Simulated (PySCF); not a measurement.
Delta-SCF ions had no search for a lower state. 

## H₂O, SMILES `O` (charge 0, multiplicity 1)

Calculation: PySCF 2.14.0 with PBE-D3(BJ)/def2-TZVP // PBE0-D3(BJ)/def2-SVP.

The HOMO is -6.98 eV and the dipole moment comes out as 2.05 D. The HOMO–LUMO gap is 6.93 eV and the LUMO comes out as -0.05 eV. The vertical ionisation energy (Delta-SCF) is 12.69 eV. The total energy is -2078.32 eV and the cost is very roughly 8 core-seconds.

Bonds (Å): O1–H2 0.963, O1–H3 0.963. Angles (°): H2–O1–H3 103.1.
